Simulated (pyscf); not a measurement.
Optimised with ωB97X-D3(BJ)/def2-SVPD in PySCF.

Problem. Estimate the classical barrier height and the reaction energy of HO⁻ (SMILES [OH-]) + H₂C=CH–CH₃ (SMILES C=CC) -> H₃C–CH⁻–CH₂–OH (SMILES C[CH-]CO) at ωB97M-D3(BJ)/def2-TZVPD. The step runs on the singlet surface, breaks none and forms C–O; take the separated reactants as zero.

Solution. ΔE‡ = 0.23 eV, ΔE = +0.11 eV. Zero-point energy shifts the barrier by +0.04 eV. It is an addition, with an imaginary mode of 323i cm⁻¹. On the reactant side the descent ends in a bound adduct, 0.49 eV under the separated species and 0.73 eV under the saddle at ωB97X-D3(BJ)/def2-TZVPD. On the product side the descent ends in a point that may be a rotor saddle (no frequency run), 0.08 eV over the lowest minimum found and 0.06 eV under the saddle at ωB97X-D3(BJ)/def2-TZVPD. H₃C–CH⁻–CH₂–OH lies 1.27 eV over its isomer H₃C–CH(CH₃)–O⁻ (electronic energy, ωB97M-D3(BJ)/def2-TZVPD). This is the saddle that the search found; another between the same sides may lie lower.
